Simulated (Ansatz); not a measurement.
Compare A (`C=CC(=C)O`) with its isomer B (`CC#COC`).

Gas-phase electronic energies from Ansatz, PBE0-D4/def2-TZVP geometries. CBS: MP2 limit from def2 TZ/QZ plus the TZ coupled-cluster correction, frozen cores. DFT in def2-TZVPP. B3LYP here is the variant with VWN-RPA as its local correlation; programs differ in this. One conformer a species, not always the lowest.

Q: Which is lower in electronic energy at CCSD(T)/CBS, and by how much? (An estimate is asked.)

A: The calculation gave: A, by 149.8 kJ/mol.

Q: Give E(B) − E(A) in kJ/mol with PBE-D4, ωB97M-V, r2SCAN-D4, B3LYP-D4, HF/def2-TZVPP, CCSD(T)/def2-TZVPP, B2PLYP. (An estimate is asked.)

A: Ansatz gave: PBE-D4 147.9, ωB97M-V 144.3, r2SCAN-D4 153.7, B3LYP-D4 146.0, HF/def2-TZVPP 133.4, CCSD(T)/def2-TZVPP 147.1, B2PLYP 139.6. None reverses the order clearly.

Largest T1 diagnostic: 0.012.

The D4 term adds +5.6 kJ/mol with B3LYP and +2.8 kJ/mol with PBE0; it sums over pairs of atoms, weighted by their polarisabilities, and B3LYP, whose exchange is more repulsive, gets the larger term. In def2-TZVPP, CCSD(T) changes the Hartree–Fock value by +13.6 kJ/mol (the triples alone add +3.7 kJ/mol) and MP2 by +5.6 kJ/mol.
